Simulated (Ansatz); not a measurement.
2H WSe₂ was calculated with r²SCAN (Ansatz, a program for electronic structure, plane waves, PAW).

Settings: plane-wave cutoff 560 eV, 12×12×4 k mesh (along the axes of the cell as run), Fermi–Dirac smearing 0.01 eV, no spin polarisation, scalar-relativistic PAW data made under PBE.

Energies at three volumes about the minimum:

```json
[
 {"V (Å³/atom)": "21.326", "E − E_lowest (meV/atom)": "0.57"},
 {"V (Å³/atom)": "21.761", "E − E_lowest (meV/atom)": "0.00"},
 {"V (Å³/atom)": "22.196", "E − E_lowest (meV/atom)": "0.42"}
]
```

**Question.** Fit a parabola by hand: where is the minimum, and what is the bulk modulus?

**Answer.** Slopes: (0.00 − 0.57)/(21.761 − 21.326) = -1.310 and (0.42 − 0.00)/(22.196 − 21.761) = 0.966 meV/Å³. Curvature E″ = 2 × (0.966 − (-1.310))/(22.196 − 21.326) = 5.232 meV/Å⁶. From the middle of the first interval, the slope vanishes at V0 = 21.5435 − (-1.310)/5.232 = 21.794 Å³/atom. B = V0 E″ = 21.794 × 5.232 meV/Å³ × 0.1602 GPa per meV/Å³ = 18.3 GPa. The full Birch–Murnaghan fit to all volumes gives V0 = 21.763 Å³/atom and B0 = 18.3 GPa.

Shape and atoms are relaxed at each volume.

Measured, for comparison: bulk modulus 72 ± 1 GPa (room temperature, no zero-point or thermal correction; as tabulated in High-Pressure X-ray Diffraction Study of Tungsten Diselenide, J. Phys. Chem. …). Computed less measured: bulk modulus -75 %.

Note: the cell comes from a level without a dispersion term, which matters for the spacing of layers, chains or molecules.
